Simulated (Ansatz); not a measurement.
K2Hg3Sn2S8 (Aea2, No. 41; cell taken from a computed entry) was calculated with LDA in Ansatz (plane waves, PAW).

Settings: plane-wave cutoff 520 eV, 2×6×6 k mesh (along the axes of the cell as run), Fermi–Dirac smearing 0.01 eV, scalar-relativistic PAW data made under PBE.

Cell (relaxed with PBEsol):

```cif
data_Hg12K8S32Sn8
_chemical_formula_sum 'K8 Sn8 Hg12 S32'
_space_group_name_H-M_alt 'Aea2'
_space_group_IT_number 41
_space_group_name_Hall 'A 2 -2ab'
_cell_length_a 19.58030
_cell_length_b 9.87390
_cell_length_c 8.49831
_cell_angle_alpha 90.000
_cell_angle_beta 90.000
_cell_angle_gamma 90.000
loop_
_atom_site_label
_atom_site_type_symbol
_atom_site_symmetry_multiplicity
_atom_site_Wyckoff_symbol
_atom_site_fract_x
_atom_site_fract_y
_atom_site_fract_z
_atom_site_occupancy
K1 K 8 b 0.11878 0.29085 0.15747 1
Sn1 Sn 8 b 0.36642 0.28470 0.16251 1
Hg1 Hg 8 b 0.24590 0.03790 0.35235 1
Hg2 Hg 4 a 0.00000 0.00000 0.00876 1
S1 S 8 b 0.36745 0.08172 0.32203 1
S2 S 8 b 0.37442 0.48850 0.31888 1
S3 S 8 b 0.47011 0.27000 0.00467 1
S4 S 8 b 0.26721 0.28651 0.00441 1
```
(The calculation used a cell of 30 atoms; values per cell refer to that cell.)

Give the computed band gap and smallest direct gap on the k points sampled.


- band gap: 1.17 eV
- smallest direct gap on the k points sampled: 1.77 eV

Note: cell and atoms aren't relaxed at this level (largest force component 0.16 eV/Å, pressure -1.7 GPa).

Spin–orbit coupling is not included.

The computed numbers hold no vibrational or temperature effects.

Ansatz is a program for electronic structure.
